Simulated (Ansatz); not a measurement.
A trace of molecular dynamics of ClH$_{3}$Si (5 atoms, charge 0, multiplicity 1).

These are results of Ansatz, RKS r2SCAN-D4/def2-SVP, not measurements.

- ensemble: NVE (velocity Verlet)
- starting velocities drawn for: 400 K
- seed: 265006

```json
{"time (fs)": "0", "T (K)": "400", "potential energy less start (eV)": "0.000", "conserved less start (meV/atom)": "0.00"}
{"time (fs)": "4", "T (K)": "159", "potential energy less start (eV)": "0.096", "conserved less start (meV/atom)": "0.63"}
{"time (fs)": "8", "T (K)": "220", "potential energy less start (eV)": "0.070", "conserved less start (meV/atom)": "0.11"}
{"time (fs)": "12", "T (K)": "54", "potential energy less start (eV)": "0.137", "conserved less start (meV/atom)": "0.68"}
{"time (fs)": "16", "T (K)": "239", "potential energy less start (eV)": "0.063", "conserved less start (meV/atom)": "0.21"}
{"time (fs)": "20", "T (K)": "176", "potential energy less start (eV)": "0.089", "conserved less start (meV/atom)": "0.50"}
{"time (fs)": "24", "T (K)": "243", "potential energy less start (eV)": "0.062", "conserved less start (meV/atom)": "0.20"}
{"time (fs)": "28", "T (K)": "227", "potential energy less start (eV)": "0.069", "conserved less start (meV/atom)": "0.30"}
{"time (fs)": "32", "T (K)": "216", "potential energy less start (eV)": "0.074", "conserved less start (meV/atom)": "0.48"}
{"time (fs)": "36", "T (K)": "269", "potential energy less start (eV)": "0.052", "conserved less start (meV/atom)": "0.26"}
{"time (fs)": "40", "T (K)": "107", "potential energy less start (eV)": "0.116", "conserved less start (meV/atom)": "0.56"}
{"time (fs)": "44", "T (K)": "180", "potential energy less start (eV)": "0.086", "conserved less start (meV/atom)": "0.08"}
{"time (fs)": "48", "T (K)": "72", "potential energy less start (eV)": "0.131", "conserved less start (meV/atom)": "0.64"}
{"time (fs)": "52", "T (K)": "322", "potential energy less start (eV)": "0.031", "conserved less start (meV/atom)": "0.10"}
{"time (fs)": "56", "T (K)": "187", "potential energy less start (eV)": "0.086", "conserved less start (meV/atom)": "0.67"}
{"time (fs)": "60", "T (K)": "265", "potential energy less start (eV)": "0.053", "conserved less start (meV/atom)": "0.17"}
{"time (fs)": "64", "T (K)": "128", "potential energy less start (eV)": "0.108", "conserved less start (meV/atom)": "0.56"}
{"time (fs)": "68", "T (K)": "272", "potential energy less start (eV)": "0.051", "conserved less start (meV/atom)": "0.16"}
{"time (fs)": "72", "T (K)": "209", "potential energy less start (eV)": "0.076", "conserved less start (meV/atom)": "0.38"}
{"time (fs)": "76", "T (K)": "133", "potential energy less start (eV)": "0.106", "conserved less start (meV/atom)": "0.46"}
{"time (fs)": "80", "T (K)": "143", "potential energy less start (eV)": "0.102", "conserved less start (meV/atom)": "0.39"}
{"time (fs)": "84", "T (K)": "195", "potential energy less start (eV)": "0.082", "conserved less start (meV/atom)": "0.43"}
{"time (fs)": "88", "T (K)": "355", "potential energy less start (eV)": "0.018", "conserved less start (meV/atom)": "0.05"}
{"time (fs)": "92", "T (K)": "171", "potential energy less start (eV)": "0.092", "conserved less start (meV/atom)": "0.60"}
{"time (fs)": "96", "T (K)": "233", "potential energy less start (eV)": "0.066", "conserved less start (meV/atom)": "0.19"}
{"time (fs)": "100", "T (K)": "79", "potential energy less start (eV)": "0.128", "conserved less start (meV/atom)": "0.71"}
```

Q: Can this run be trusted? Judge the integration.

A: The conserved energy stayed within 0.74 meV per atom of its start (net change 0.71 meV per atom), so the integration is sound. Over the second half the temperature averaged 0.52 of the 400 K drawn at the start: a run that starts near a minimum puts about half its kinetic energy into the potential. A run of 0.1 ps of so small a system gives no equilibrium averages. The time step was 1 fs.

Run time: 3.1 min on 1 thread of Arm Neoverse V1, with other jobs on the host, peak memory 0.1 GiB.
